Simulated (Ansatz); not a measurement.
# BH5NSi radical: a ladder of functionals and wavefunction methods

One table from this session's results is given with a row withheld; the runs are named, their logs left out.

Method: functionals in def2-TZVPP, the program's frozen cores in correlated methods; program: Ansatz 0.2.0, Gaussian basis.

Plan: LDA (SPW92), PBE-D4, revPBE-D4, BLYP-D4, r2SCAN-D4, B97M-V, PBE0-D4, B3LYP-D4, r2SCANh-D4, r2SCAN0-D4, HSE06-D4, BHLYP-D4, CAM-B3LYP-D4, LC-ωPBE, ωB97X-V, ωB97M-V, B2PLYP, PBE-QIDH; CCSD(T)/def2-SVP; CCSD(T)/def2-TZVPP; MP2/def2-QZVPP; extrapolation to the limit; RPA on PBE.

**Structure used throughout**

The geometry comes from an earlier relaxation with PBE0-D4 in a triple-zeta def2 set; it is a stationary point, not always the lowest conformer.

SMILES `B[N][SiH3]`, 8 atoms, charge 0, spin multiplicity 2.

Atoms are counted from 1 here; the program's logs count them from 0.

Bond lengths: B1–N2 1.339 Å, B1–H4 1.208 Å, B1–H5 1.207 Å, N2–Si3 1.710 Å, Si3–H6 1.484 Å, Si3–H7 1.484 Å, Si3–H8 1.488 Å. Angles: N2–B1–H4 120.2°, N2–B1–H5 120.5°, H4–B1–H5 119.4°, B1–N2–Si3 177.7°, N2–Si3–H6 110.6°, N2–Si3–H7 110.5°, N2–Si3–H8 106.7°, H6–Si3–H7 109.6°, H6–Si3–H8 109.7°, H7–Si3–H8 109.7°.

Coordinates:

```
atom    x (Å)    y (Å)    z (Å)
  B1  -0.5083   0.6611  -1.5076
  N2  -0.0902   0.1777  -0.3310
 Si3   0.4189  -0.5023   1.1535
  H4  -1.0652  -0.0631  -2.2975
  H5  -0.3331   1.8219  -1.7893
  H6  -0.2560   0.1680   2.2931
  H7   1.8906  -0.3814   1.3040
  H8   0.0354  -1.9391   1.1192
```

The first run:

Input file in.yaml:

```yaml
crystal:
  periodic: [false, false, false]
  atoms:
    - {symbol: B, position_ang: [-0.508287, 0.661061, -1.507632]}
    - {symbol: N, position_ang: [-0.090181, 0.177653, -0.331000]}
    - {symbol: Si, position_ang: [0.418880, -0.502271, 1.153492]}
    - {symbol: H, position_ang: [-1.065215, -0.063051, -2.297545]}
    - {symbol: H, position_ang: [-0.333053, 1.821922, -1.789345]}
    - {symbol: H, position_ang: [-0.255979, 0.167958, 2.293118]}
    - {symbol: H, position_ang: [1.890633, -0.381358, 1.303978]}
    - {symbol: H, position_ang: [0.035401, -1.939113, 1.119235]}
basis:
  gaussian: {orbitals: def2-TZVPP}
magnetization: {spin_polarized: true, initial_magnetization: 1}
hamiltonian: {xc: lda}
output: {orbitals: {seedname: orbitals}}
```

Steps of the session up to this table: LDA; PBE-D4 (GGA); revPBE-D4 (GGA); BLYP-D4 (GGA); r2SCAN-D4 (meta-GGA); B97M-V (meta-GGA); PBE0-D4 (hybrid); B3LYP-D4 (hybrid); r2SCANh-D4 (hybrid); r2SCAN0-D4 (hybrid); HSE06-D4 (hybrid); BHLYP-D4 (hybrid); CAM-B3LYP-D4 (range-separated); LC-ωPBE-D4 (range-separated; the results give it without D4); ωB97X-V (range-separated); ωB97M-V (range-separated); B2PLYP (double hybrid); PBE-QIDH (double hybrid).

One table of the session follows, with a row left open; its other results are not shown here.

It belongs to the step «Orbital energies across the functionals». 

| functional | HOMO (eV) | LUMO (eV) | gap (eV) |
| --- | --- | --- | --- |
| LDA (SPW92) | -6.16 | -5.08 | 1.08 |
| PBE-D4 | -6.25 | -4.78 | 1.47 |
| revPBE-D4 | -6.24 | -4.70 | 1.54 |
| BLYP-D4 | -6.14 | -4.69 | 1.45 |
| r2SCAN-D4 | ? | ? | ? |
| B97M-V | -6.68 | -4.52 | 2.17 |
| PBE0-D4 | -7.77 | -3.58 | 4.19 |
| B3LYP-D4 | -7.50 | -3.94 | 3.56 |
| r2SCANh-D4 | -7.29 | -3.89 | 3.40 |
| r2SCAN0-D4 | -8.11 | -3.22 | 4.89 |
| HSE06-D4 | -7.36 | -3.97 | 3.39 |
| BHLYP-D4 | -9.17 | -2.24 | 6.93 |
| CAM-B3LYP-D4 | -9.15 | -2.47 | 6.69 |
| LC-ωPBE | -10.55 | -1.17 | 9.37 |
| ωB97X-V | -10.11 | -1.47 | 8.63 |
| ωB97M-V | -9.89 | -1.60 | 8.28 |

Estimate the missing values for r2SCAN-D4.

Worked estimate for «HOMO (eV)». Against the share of exact exchange, r2SCANh-D4 (0.1, -7.29), r2SCAN0-D4 (0.25, -8.11) give a slope of -5.47 per unit share; at 0 the line stands at -6.74.

**Answer.** HOMO (eV): -6.74; LUMO (eV): -4.33; gap (eV): 2.41. In «HOMO (eV)» the line misses by 0.00.
